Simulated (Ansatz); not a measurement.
`CC(=N)CF` + H₂S → `CC(=N)S` + `CF`  (substitution at a C–C bond)

Program: Ansatz. Geometries: PBE0-D4/def2-TZVP. ΔE: electronic, gas phase. CCSD(T)/CBS adds triple-zeta CCSD(T) − MP2 to the extrapolated MP2 energy (def2 sets, frozen cores). This one scheme is used for every species. DFT in def2-TZVPP. One conformer a species, not always the lowest.

`CC(=N)CF`:

Z-matrix (Å, degrees):
```
C
C 1 1.495
H 1 1.094 2 110.9
H 1 1.088 2 109.5 3 -120.6
H 1 1.094 2 110.9 3 118.8
N 2 1.263 1 121.1 3 120.3
C 2 1.506 1 114.9 3 -59.6
H 6 1.021 2 110.1 1 -180.0
F 7 1.374 2 111.5 1 180.0
H 7 1.096 2 110.1 1 59.6
H 7 1.096 2 110.1 1 -59.7
```

H₂S:

Cartesian coordinates in Å:
```
S 0.424 0.157 -0.424
H -0.049 -1.014 0.028
H -0.375 0.857 0.396
```

`CC(=N)S`:

```xyz
9

C    -0.502   -0.074   -0.907
C     0.359   -0.228    0.304
N     1.160   -1.197    0.415
S     0.194    1.017    1.566
H    -0.296    0.876   -1.407
H    -1.559   -0.083   -0.631
H    -0.299   -0.896   -1.592
H     1.685   -1.180    1.288
H    -0.743    1.764    0.963
```

`CF`:

Cartesian coordinates in Å:
```
C 0.014 -0.054 0.024
F -0.298 1.175 -0.510
H 0.930 0.034 0.612
H 0.162 -0.770 -0.789
H -0.808 -0.385 0.663
```

Problem. Is it downhill or uphill in electronic energy at CCSD(T)/CBS, and by how much? (Best estimate.)

Solution. The calculation gave: Uphill: ΔE = +9.5 kJ/mol.

Problem. What do these levels give: BLYP-D4, BHLYP-D4, ωB97X-V, LC-ωPBE, CCSD/def2-TZVPP, MP2/CBS(def2)? (Best estimate.)

Solution. Computed: BLYP-D4 -1.5, BHLYP-D4 10.9, ωB97X-V 12.4, LC-ωPBE 13.6, CCSD/def2-TZVPP 15.8, MP2/CBS(def2) 3.1 kJ/mol.

Largest T1 diagnostic among the species: 0.013.

From PBE to PBE0 (25 % exact exchange), in def2-TZVPP and without D4, ΔE moves by +6.0 kJ/mol. At CCSD(T), def2-SVP lies +12.4 kJ/mol from the extrapolated value and def2-TZVPP +3.0 kJ/mol. In def2-TZVPP, CCSD(T) changes the Hartree–Fock value by −5.3 kJ/mol (the triples alone add −3.3 kJ/mol) and MP2 by −11.7 kJ/mol.
